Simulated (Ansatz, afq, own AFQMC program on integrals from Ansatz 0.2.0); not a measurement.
B$_{2}$H$_{2}$⁺, doublet in 6-31G, levels against full CI

```json
{"atom": "B", "x (Å)": "0.0000", "y (Å)": "0.0000", "z (Å)": "0.7529"}
{"atom": "B", "x (Å)": "0.0000", "y (Å)": "0.0000", "z (Å)": "-1.0096"}
{"atom": "H", "x (Å)": "0.0000", "y (Å)": "1.0240", "z (Å)": "1.3765"}
{"atom": "H", "x (Å)": "0.0000", "y (Å)": "-1.0240", "z (Å)": "1.3765"}
```

Connectivity, by distances: BH2–B.

Basis 6-31G. Noble-gas cores (and the filled d shells of Ga–Kr and In–Xe) are frozen. Ansatz 0.2.0 and our own AFQMC program on the same integrals; the CISD trial comes from CCSD amplitudes, and released means the phaseless constraint is let go. Uncertainties: one standard error, sampling alone.

Determinant: UHF, the one that the program's search chose, which needn't be the lowest solution. The geometry is a PBE0/def2-TZVP stationary point of this or a neighbouring charge and spin state.

Full CI on the same integrals is exact in this basis and with this determinant's frozen core.

- T1 diagnostic: 0.0203
- weight of the determinant in the CISD state: 0.924
- ⟨S²⟩ of the determinant: 0.755
- size of the correlated space: 7 electrons in 20 orbitals

Reference: full CI, correlation energy -2.582 eV. The released energy is read at 2.40 1/Eh (meV from the phaseless value at times in 1/Eh: 1 ± 4 at 0.24, 0 ± 4 at 0.51, -6 ± 5 at 0.99, -5 ± 4 at 1.62, -2 ± 5 at 2.40).

```json
{"level": "HF", "E − E(reference) (kJ/mol)": "249.1", "share of correlation (%)": "0.00"}
{"level": "MP2", "E − E(reference) (kJ/mol)": "77.0", "share of correlation (%)": "69.09"}
{"level": "CCSD", "E − E(reference) (kJ/mol)": "6.6", "share of correlation (%)": "97.34"}
{"level": "CCSD(T)", "E − E(reference) (kJ/mol)": "2.0", "share of correlation (%)": "99.21"}
{"level": "CCSDT", "E − E(reference) (kJ/mol)": "0.2", "share of correlation (%)": "99.93"}
{"level": "CCSDT(Q)", "E − E(reference) (kJ/mol)": "0.0", "share of correlation (%)": "99.99"}
{"level": "CCSDTQ", "E − E(reference) (kJ/mol)": "0.0", "share of correlation (%)": "100.00"}
{"level": "ph-AFQMC/HF", "E − E(reference) (kJ/mol)": "1.8 ± 2.1", "share of correlation (%)": "99.26"}
{"level": "ph-AFQMC/CISD", "E − E(reference) (kJ/mol)": "0.1 ± 0.3", "share of correlation (%)": "99.94"}
{"level": "released AFQMC", "E − E(reference) (kJ/mol)": "-0.1 ± 0.5", "share of correlation (%)": "100.03"}
```

CCSDT and higher add their correlation energy to the determinant of the CCSD(T) run, since their own runs factorise the integrals more tightly (a shift of under 2 meV). A walk keeps the symmetry of its determinant, which the program's search chose and which needn't be the lowest solution, so a lower state of the same spin and another symmetry isn't excluded. Released energies are given only where the last usable release times agree within the noise; a slower fall can still hide under it.
